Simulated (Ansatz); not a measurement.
System: methane, CH4 (charge 0, singlet). 
Geometry from a B3LYP-D3(BJ)/def2-TZVP (Ansatz, an electronic-structure program) optimisation:
```
C
H 1 1.0892
H 1 1.0892 2 109.47
H 1 1.0892 2 109.47 3 120.00
H 1 1.0892 2 109.47 3 -120.00
```

Basis-set convergence of Hartree-Fock and CCSD correlation energies (hartree) with Ansatz. Cores are frozen in the correlated levels unless marked. Spin-orbit coupling is left out. Non-relativistic.

| basis | functions | E(HF) | E(corr, CCSD) |
|---|---|---|---|
| def2-SVP | 34 | -40.16918 | -0.18411 |
| def2-TZVPP | 87 | -40.21434 | -0.21804 |
| def2-QZVPP | 177 | -40.21665 | -0.22748 |

Extrapolating the two largest sets (X = 3 and 4) as X^-3: E(corr) = (64·(-0.22748) - 27·(-0.21804))/37 = -0.2344 Eh, an estimate of the basis-set limit. The largest set recovers 97.1 % of it, the smallest 78.6 %.
